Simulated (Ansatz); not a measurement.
Molecular dynamics of AlH₅OSi

Input:

```yaml
crystal:
  periodic: [false, false, false]
  atoms:
    - { symbol: Al, position_ang: [-0.015563, 0.016776, -0.202975] }
    - { symbol: O, position_ang: [-0.723777, -0.208968, 1.327457] }
    - { symbol: Si, position_ang: [-1.402745, -0.448876, 2.813211] }
    - { symbol: H, position_ang: [-2.602583, -1.330063, 2.700701] }
    - { symbol: H, position_ang: [-0.424261, -1.097091, 3.735876] }
    - { symbol: H, position_ang: [-1.820963, 0.858057, 3.400455] }
    - { symbol: H, position_ang: [1.554384, 0.165034, -0.280152] }
    - { symbol: H, position_ang: [-0.967492, 0.06443, -1.461573] }
basis:
  gaussian: { orbitals: def2-SVP }
hamiltonian:
  xc: b3lyp
  dispersion: d4
md:
  timestep: 0.5
  n_steps: 250
  ensemble: nve
  temperature: 100.0
  initial_velocities: maxwell_boltzmann
  seed: 421011
  masses: [{ species: H, mass: 2.014 }]
```

Command:

```bash
$ ansatz run input.yaml --threads 1 --pin off --max-ram 2048MiB --backend cpu --events-out ev --progress --plain --runs-dir out
```

It starts from a relaxed structure.

Output, in part (one step line in 3, the closing report, with atoms numbered from 0):

```
md step     0: t =     0.00 fs  T =   100.0 K  F+E_penalty+E_count = -16600.26731364 eV  E_kin = 0.077556 eV  conserved = -16600.18975764 eV  (22 SCF iters)
md step     3: t =     1.50 fs  T =    94.6 K  F+E_penalty+E_count = -16600.26314823 eV  E_kin = 0.073403 eV  conserved = -16600.18974505 eV  (20 SCF iters)
md step     6: t =     3.00 fs  T =    80.9 K  F+E_penalty+E_count = -16600.25243152 eV  E_kin = 0.062719 eV  conserved = -16600.18971259 eV  (17 SCF iters)
md step     9: t =     4.50 fs  T =    64.6 K  F+E_penalty+E_count = -16600.23975413 eV  E_kin = 0.050076 eV  conserved = -16600.18967818 eV  (17 SCF iters)
md step    12: t =     6.00 fs  T =    51.9 K  F+E_penalty+E_count = -16600.22987661 eV  E_kin = 0.040214 eV  conserved = -16600.18966235 eV  (17 SCF iters)
md step    15: t =     7.50 fs  T =    45.6 K  F+E_penalty+E_count = -16600.22501941 eV  E_kin = 0.035348 eV  conserved = -16600.18967183 eV  (17 SCF iters)
md step    18: t =     9.00 fs  T =    44.2 K  F+E_penalty+E_count = -16600.22396408 eV  E_kin = 0.034269 eV  conserved = -16600.18969497 eV  (17 SCF iters)
md step    21: t =    10.50 fs  T =    43.6 K  F+E_penalty+E_count = -16600.22354676 eV  E_kin = 0.033834 eV  conserved = -16600.18971300 eV  (17 SCF iters)
md step    24: t =    12.00 fs  T =    40.8 K  F+E_penalty+E_count = -16600.22132619 eV  E_kin = 0.031614 eV  conserved = -16600.18971180 eV  (23 SCF iters)
md step    27: t =    13.50 fs  T =    35.8 K  F+E_penalty+E_count = -16600.21746088 eV  E_kin = 0.027768 eV  conserved = -16600.18969258 eV  (17 SCF iters)
md step    30: t =    15.00 fs  T =    32.1 K  F+E_penalty+E_count = -16600.21454464 eV  E_kin = 0.024875 eV  conserved = -16600.18966989 eV  (17 SCF iters)
md step    33: t =    16.50 fs  T =    33.5 K  F+E_penalty+E_count = -16600.21564751 eV  E_kin = 0.025987 eV  conserved = -16600.18966054 eV  (17 SCF iters)
md step    36: t =    18.00 fs  T =    41.7 K  F+E_penalty+E_count = -16600.22203978 eV  E_kin = 0.032368 eV  conserved = -16600.18967180 eV  (17 SCF iters)
md step    39: t =    19.50 fs  T =    54.8 K  F+E_penalty+E_count = -16600.23220901 eV  E_kin = 0.042512 eV  conserved = -16600.18969728 eV  (17 SCF iters)
md step    42: t =    21.00 fs  T =    68.3 K  F+E_penalty+E_count = -16600.24269317 eV  E_kin = 0.052970 eV  conserved = -16600.18972339 eV  (20 SCF iters)
md step    45: t =    22.50 fs  T =    77.6 K  F+E_penalty+E_count = -16600.24993931 eV  E_kin = 0.060202 eV  conserved = -16600.18973766 eV  (20 SCF iters)
md step    48: t =    24.00 fs  T =    80.3 K  F+E_penalty+E_count = -16600.25199527 eV  E_kin = 0.062260 eV  conserved = -16600.18973541 eV  (20 SCF iters)
md step    51: t =    25.50 fs  T =    76.8 K  F+E_penalty+E_count = -16600.24928333 eV  E_kin = 0.059565 eV  conserved = -16600.18971802 eV  (20 SCF iters)
md step    54: t =    27.00 fs  T =    70.3 K  F+E_penalty+E_count = -16600.24422573 eV  E_kin = 0.054529 eV  conserved = -16600.18969672 eV  (17 SCF iters)
md step    57: t =    28.50 fs  T =    64.6 K  F+E_penalty+E_count = -16600.23980438 eV  E_kin = 0.050120 eV  conserved = -16600.18968452 eV  (17 SCF iters)
md step    60: t =    30.00 fs  T =    61.9 K  F+E_penalty+E_count = -16600.23770172 eV  E_kin = 0.048012 eV  conserved = -16600.18968922 eV  (17 SCF iters)
md step    63: t =    31.50 fs  T =    61.3 K  F+E_penalty+E_count = -16600.23727021 eV  E_kin = 0.047564 eV  conserved = -16600.18970605 eV  (17 SCF iters)
md step    66: t =    33.00 fs  T =    60.1 K  F+E_penalty+E_count = -16600.23632429 eV  E_kin = 0.046606 eV  conserved = -16600.18971836 eV  (17 SCF iters)
md step    69: t =    34.50 fs  T =    56.1 K  F+E_penalty+E_count = -16600.23324713 eV  E_kin = 0.043532 eV  conserved = -16600.18971478 eV  (17 SCF iters)
md step    72: t =    36.00 fs  T =    50.1 K  F+E_penalty+E_count = -16600.22854160 eV  E_kin = 0.038844 eV  conserved = -16600.18969798 eV  (17 SCF iters)
md step    75: t =    37.50 fs  T =    44.8 K  F+E_penalty+E_count = -16600.22445818 eV  E_kin = 0.034777 eV  conserved = -16600.18968167 eV  (17 SCF iters)
md step    78: t =    39.00 fs  T =    43.2 K  F+E_penalty+E_count = -16600.22320904 eV  E_kin = 0.033532 eV  conserved = -16600.18967699 eV  (17 SCF iters)
md step    81: t =    40.50 fs  T =    46.1 K  F+E_penalty+E_count = -16600.22547266 eV  E_kin = 0.035788 eV  conserved = -16600.18968466 eV  (17 SCF iters)
md step    84: t =    42.00 fs  T =    52.3 K  F+E_penalty+E_count = -16600.23024145 eV  E_kin = 0.040543 eV  conserved = -16600.18969819 eV  (17 SCF iters)
md step    87: t =    43.50 fs  T =    59.2 K  F+E_penalty+E_count = -16600.23565423 eV  E_kin = 0.045943 eV  conserved = -16600.18971124 eV  (17 SCF iters)
md step    90: t =    45.00 fs  T =    64.7 K  F+E_penalty+E_count = -16600.23989681 eV  E_kin = 0.050176 eV  conserved = -16600.18972079 eV  (17 SCF iters)
md step    93: t =    46.50 fs  T =    67.0 K  F+E_penalty+E_count = -16600.24172419 eV  E_kin = 0.052000 eV  conserved = -16600.18972424 eV  (20 SCF iters)
md step    96: t =    48.00 fs  T =    65.8 K  F+E_penalty+E_count = -16600.24072568 eV  E_kin = 0.051005 eV  conserved = -16600.18972071 eV  (17 SCF iters)
md step    99: t =    49.50 fs  T =    61.6 K  F+E_penalty+E_count = -16600.23746978 eV  E_kin = 0.047759 eV  conserved = -16600.18971091 eV  (17 SCF iters)
md step   102: t =    51.00 fs  T =    56.3 K  F+E_penalty+E_count = -16600.23337874 eV  E_kin = 0.043680 eV  conserved = -16600.18969891 eV  (17 SCF iters)
md step   105: t =    52.50 fs  T =    52.1 K  F+E_penalty+E_count = -16600.23011294 eV  E_kin = 0.040421 eV  conserved = -16600.18969179 eV  (17 SCF iters)
md step   108: t =    54.00 fs  T =    50.3 K  F+E_penalty+E_count = -16600.22869370 eV  E_kin = 0.039001 eV  conserved = -16600.18969280 eV  (17 SCF iters)
md step   111: t =    55.50 fs  T =    50.7 K  F+E_penalty+E_count = -16600.22904777 eV  E_kin = 0.039348 eV  conserved = -16600.18969930 eV  (17 SCF iters)
md step   114: t =    57.00 fs  T =    52.4 K  F+E_penalty+E_count = -16600.23033476 eV  E_kin = 0.040629 eV  conserved = -16600.18970579 eV  (17 SCF iters)
md step   117: t =    58.50 fs  T =    54.0 K  F+E_penalty+E_count = -16600.23161567 eV  E_kin = 0.041905 eV  conserved = -16600.18971033 eV  (17 SCF iters)
md step   120: t =    60.00 fs  T =    54.8 K  F+E_penalty+E_count = -16600.23224455 eV  E_kin = 0.042533 eV  conserved = -16600.18971181 eV  (20 SCF iters)
md step   123: t =    61.50 fs  T =    54.5 K  F+E_penalty+E_count = -16600.23198354 eV  E_kin = 0.042274 eV  conserved = -16600.18970966 eV  (20 SCF iters)
md step   126: t =    63.00 fs  T =    53.4 K  F+E_penalty+E_count = -16600.23112159 eV  E_kin = 0.041418 eV  conserved = -16600.18970339 eV  (17 SCF iters)
md step   129: t =    64.50 fs  T =    52.6 K  F+E_penalty+E_count = -16600.23051478 eV  E_kin = 0.040819 eV  conserved = -16600.18969582 eV  (17 SCF iters)
md step   132: t =    66.00 fs  T =    53.6 K  F+E_penalty+E_count = -16600.23123248 eV  E_kin = 0.041540 eV  conserved = -16600.18969241 eV  (17 SCF iters)
md step   135: t =    67.50 fs  T =    56.9 K  F+E_penalty+E_count = -16600.23382918 eV  E_kin = 0.044132 eV  conserved = -16600.18969688 eV  (17 SCF iters)
md step   138: t =    69.00 fs  T =    61.9 K  F+E_penalty+E_count = -16600.23771130 eV  E_kin = 0.048001 eV  conserved = -16600.18970997 eV  (17 SCF iters)
md step   141: t =    70.50 fs  T =    66.3 K  F+E_penalty+E_count = -16600.24113295 eV  E_kin = 0.051407 eV  conserved = -16600.18972554 eV  (20 SCF iters)
md step   144: t =    72.00 fs  T =    67.5 K  F+E_penalty+E_count = -16600.24204550 eV  E_kin = 0.052313 eV  conserved = -16600.18973289 eV  (20 SCF iters)
md step   147: t =    73.50 fs  T =    64.1 K  F+E_penalty+E_count = -16600.23944496 eV  E_kin = 0.049719 eV  conserved = -16600.18972625 eV  (20 SCF iters)
md step   150: t =    75.00 fs  T =    57.5 K  F+E_penalty+E_count = -16600.23431583 eV  E_kin = 0.044609 eV  conserved = -16600.18970706 eV  (17 SCF iters)
md step   153: t =    76.50 fs  T =    51.1 K  F+E_penalty+E_count = -16600.22929630 eV  E_kin = 0.039609 eV  conserved = -16600.18968774 eV  (17 SCF iters)
md step   156: t =    78.00 fs  T =    48.1 K  F+E_penalty+E_count = -16600.22702478 eV  E_kin = 0.037343 eV  conserved = -16600.18968186 eV  (22 SCF iters)
md step   159: t =    79.50 fs  T =    49.8 K  F+E_penalty+E_count = -16600.22832215 eV  E_kin = 0.038629 eV  conserved = -16600.18969342 eV  (17 SCF iters)
md step   162: t =    81.00 fs  T =    54.1 K  F+E_penalty+E_count = -16600.23166173 eV  E_kin = 0.041948 eV  conserved = -16600.18971331 eV  (17 SCF iters)
md step   165: t =    82.50 fs  T =    57.5 K  F+E_penalty+E_count = -16600.23435741 eV  E_kin = 0.044630 eV  conserved = -16600.18972746 eV  (17 SCF iters)
md step   168: t =    84.00 fs  T =    57.7 K  F+E_penalty+E_count = -16600.23449888 eV  E_kin = 0.044772 eV  conserved = -16600.18972659 eV  (17 SCF iters)
md step   171: t =    85.50 fs  T =    54.8 K  F+E_penalty+E_count = -16600.23218309 eV  E_kin = 0.042470 eV  conserved = -16600.18971281 eV  (17 SCF iters)
md step   174: t =    87.00 fs  T =    51.0 K  F+E_penalty+E_count = -16600.22928799 eV  E_kin = 0.039592 eV  conserved = -16600.18969594 eV  (17 SCF iters)
md step   177: t =    88.50 fs  T =    49.6 K  F+E_penalty+E_count = -16600.22813514 eV  E_kin = 0.038448 eV  conserved = -16600.18968747 eV  (17 SCF iters)
md step   180: t =    90.00 fs  T =    51.9 K  F+E_penalty+E_count = -16600.22996606 eV  E_kin = 0.040273 eV  conserved = -16600.18969276 eV  (17 SCF iters)
md step   183: t =    91.50 fs  T =    57.2 K  F+E_penalty+E_count = -16600.23407489 eV  E_kin = 0.044364 eV  conserved = -16600.18971072 eV  (17 SCF iters)
md step   186: t =    93.00 fs  T =    62.3 K  F+E_penalty+E_count = -16600.23802004 eV  E_kin = 0.048288 eV  conserved = -16600.18973175 eV  (20 SCF iters)
md step   189: t =    94.50 fs  T =    63.4 K  F+E_penalty+E_count = -16600.23891604 eV  E_kin = 0.049173 eV  conserved = -16600.18974325 eV  (20 SCF iters)
md step   192: t =    96.00 fs  T =    58.7 K  F+E_penalty+E_count = -16600.23528912 eV  E_kin = 0.045555 eV  conserved = -16600.18973439 eV  (20 SCF iters)
md step   195: t =    97.50 fs  T =    49.9 K  F+E_penalty+E_count = -16600.22843725 eV  E_kin = 0.038729 eV  conserved = -16600.18970782 eV  (17 SCF iters)
md step   198: t =    99.00 fs  T =    41.8 K  F+E_penalty+E_count = -16600.22206735 eV  E_kin = 0.032387 eV  conserved = -16600.18967994 eV  (17 SCF iters)
md step   201: t =   100.50 fs  T =    39.1 K  F+E_penalty+E_count = -16600.21996035 eV  E_kin = 0.030288 eV  conserved = -16600.18967191 eV  (17 SCF iters)
md step   204: t =   102.00 fs  T =    43.2 K  F+E_penalty+E_count = -16600.22319927 eV  E_kin = 0.033509 eV  conserved = -16600.18969035 eV  (17 SCF iters)
md step   207: t =   103.50 fs  T =    51.1 K  F+E_penalty+E_count = -16600.22932108 eV  E_kin = 0.039600 eV  conserved = -16600.18972097 eV  (17 SCF iters)
md step   210: t =   105.00 fs  T =    57.3 K  F+E_penalty+E_count = -16600.23420875 eV  E_kin = 0.044468 eV  conserved = -16600.18974101 eV  (20 SCF iters)
md step   213: t =   106.50 fs  T =    58.5 K  F+E_penalty+E_count = -16600.23507356 eV  E_kin = 0.045335 eV  conserved = -16600.18973856 eV  (20 SCF iters)
md step   216: t =   108.00 fs  T =    54.7 K  F+E_penalty+E_count = -16600.23215640 eV  E_kin = 0.042438 eV  conserved = -16600.18971803 eV  (20 SCF iters)
md step   219: t =   109.50 fs  T =    49.7 K  F+E_penalty+E_count = -16600.22821043 eV  E_kin = 0.038516 eV  conserved = -16600.18969455 eV  (17 SCF iters)
md step   222: t =   111.00 fs  T =    47.5 K  F+E_penalty+E_count = -16600.22654135 eV  E_kin = 0.036860 eV  conserved = -16600.18968122 eV  (17 SCF iters)
md step   225: t =   112.50 fs  T =    50.7 K  F+E_penalty+E_count = -16600.22900194 eV  E_kin = 0.039316 eV  conserved = -16600.18968607 eV  (17 SCF iters)
md step   228: t =   114.00 fs  T =    58.3 K  F+E_penalty+E_count = -16600.23495321 eV  E_kin = 0.045247 eV  conserved = -16600.18970614 eV  (17 SCF iters)
md step   231: t =   115.50 fs  T =    66.9 K  F+E_penalty+E_count = -16600.24157905 eV  E_kin = 0.051847 eV  conserved = -16600.18973188 eV  (20 SCF iters)
md step   234: t =   117.00 fs  T =    71.7 K  F+E_penalty+E_count = -16600.24535203 eV  E_kin = 0.055603 eV  conserved = -16600.18974867 eV  (23 SCF iters)
md step   237: t =   118.50 fs  T =    69.9 K  F+E_penalty+E_count = -16600.24398607 eV  E_kin = 0.054240 eV  conserved = -16600.18974632 eV  (20 SCF iters)
md step   240: t =   120.00 fs  T =    62.0 K  F+E_penalty+E_count = -16600.23783683 eV  E_kin = 0.048112 eV  conserved = -16600.18972531 eV  (20 SCF iters)
md step   243: t =   121.50 fs  T =    51.7 K  F+E_penalty+E_count = -16600.22979604 eV  E_kin = 0.040097 eV  conserved = -16600.18969890 eV  (17 SCF iters)
md step   246: t =   123.00 fs  T =    43.7 K  F+E_penalty+E_count = -16600.22354390 eV  E_kin = 0.033861 eV  conserved = -16600.18968330 eV  (17 SCF iters)
md step   249: t =   124.50 fs  T =    40.7 K  F+E_penalty+E_count = -16600.22124981 eV  E_kin = 0.031562 eV  conserved = -16600.18968768 eV  (17 SCF iters)
md step   250: t =   125.00 fs  T =    40.8 K  F+E_penalty+E_count = -16600.22134557 eV  E_kin = 0.031653 eV  conserved = -16600.18969291 eV  (23 SCF iters)
Total energy: -16600.22162387 eV, -610.0468926428 hartree
Atom 0 at    -0.058872     0.015893    -0.200495 Å, force     0.703426     0.118606    -0.129243 eV/Å
Atom 1 at    -0.560403    -0.213596     1.397379 Å, force    -0.262637     0.120349     0.374602 eV/Å
Atom 2 at    -1.429471    -0.438085     2.788804 Å, force     0.170473    -0.324711     0.013192 eV/Å
Atom 3 at    -2.772263    -0.992107     2.472676 Å, force    -0.167832     0.095969    -0.037175 eV/Å
Atom 4 at    -0.753921    -1.431517     3.662808 Å, force     0.132400    -0.097573     0.023875 eV/Å
Atom 5 at    -1.547631     0.808154     3.585870 Å, force    -0.068001     0.209499    -0.088102 eV/Å
Atom 6 at     1.347837     0.688292    -0.478305 Å, force    -0.050531     0.060398     0.142557 eV/Å
Atom 7 at    -0.879876    -0.514335    -1.396064 Å, force    -0.457298    -0.182537    -0.299707 eV/Å
Dipole moment:    -0.076481     0.045430    -0.022391 e Å
```

All steps were run. The conserved energy stayed within 0.013 meV per atom of its start (net change 0.0081 meV per atom), so the integration is sound. Over the second half the temperature averaged 0.55 of the 100 K drawn at the start: a run that starts near a minimum puts about half its kinetic energy into the potential. A run of 0.12 ps of so small a system gives no equilibrium averages.

The same pairs are bonded in the first frame and the last. Pairs count as bonded within 1.25 times the sum of covalent radii (0.12 Å more for H–H).

Last frame:

```xyz
8
Properties=species:S:1:pos:R:3
Al -0.059 0.016 -0.201
O -0.560 -0.214 1.397
Si -1.429 -0.438 2.789
H -2.772 -0.992 2.473
H -0.754 -1.431 3.663
H -1.548 0.808 3.586
H 1.348 0.688 -0.478
H -0.880 -0.514 -1.396
```

Run time: 8.4 min on 1 thread of Arm Neoverse V1, on a shared host, peak memory 0.13 GiB.
